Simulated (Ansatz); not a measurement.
# CH4 (singlet): the correlation ladder, cc-pVTZ

An exercise on one series of results from a longer session: the logs are not shown, and one member is left open.

Method: cc-pVTZ, core rule «outside noble gas», up to 1 orbitals frozen; program: Ansatz 0.2.0, Gaussian basis.

To be run: UHF; CCSD(T) on RHF; BCCD(T) on RHF; CCSDT(Q) on RHF; CASSCF and NEVPT2, 8 electrons in 8 orbitals.

10 further runs of the same task are left out: 3 that didn't finish, 7 set aside as unsound or not needed.

## The system

The geometry is a PBE0/def2-TZVP stationary point (not a proven minimum).

5 atoms, charge 0, spin multiplicity 1.

Atoms are counted from 1 here; the program's logs count them from 0.

Bond lengths: C1–H2 1.090 Å, C1–H3 1.090 Å, C1–H4 1.090 Å, C1–H5 1.090 Å. Angles: H2–C1–H3 109.5°, H2–C1–H4 109.5°, H2–C1–H5 109.5°, H3–C1–H4 109.5°, H3–C1–H5 109.5°, H4–C1–H5 109.5°.

Set-up of the first run:

File in.yaml:

```yaml
crystal:
  periodic: [false, false, false]
  atoms:
    - {symbol: C, position_ang: [0.000000, 0.000000, 0.000000]}
    - {symbol: H, position_ang: [0.628037, 0.630011, 0.629222]}
    - {symbol: H, position_ang: [-0.631581, -0.626732, 0.628949]}
    - {symbol: H, position_ang: [-0.626594, 0.628165, -0.632497]}
    - {symbol: H, position_ang: [0.630138, -0.631444, -0.625675]}
basis:
  gaussian: {orbitals: cc-pVTZ}
magnetization: {spin_polarized: true, initial_magnetization: 0}
hamiltonian: {xc: hf}
output: {orbitals: {seedname: orbitals}}
```

Started as:

```console
ansatz run in.yaml --threads 1 --pin off --events-out ev --progress --plain --max-ram 2393MiB
```

Among the steps run: UHF; CCSD(T) on RHF; BCCD(T) on RHF; CCSDT(Q) on RHF; CASSCF and NEVPT2, 8 electrons in 8 orbitals.

One table of the session follows, with a row left open; its other results are not shown here.

| method | from RCCSDT(Q) (kJ/mol) |
| --- | --- |
| RHF | +591.6 |
| RMP2 | +70.9 |
| RCCSD | +17.9 |
| RCCSD(T) | ? |
| BCCD(T) | +1.3 |
| RCCSDT | +0.4 |
| RCCSDT(Q) | 0 |
| CASSCF valence | +373.9 |
| NEVPT2 valence | +87.1 |

Estimate the missing values for RCCSD(T).

The run gave: from RCCSDT(Q) (kJ/mol): +1.4. In the column «from RCCSDT(Q) (kJ/mol)» it lies between BCCD(T) (+1.3) and RCCSD (+17.9).

With the free atoms at the same levels and basis (separate runs), the atomisation energy is 17.909 eV at RCCSDT(Q), 17.908 eV at RCCSD(T), 14.218 eV at RHF.
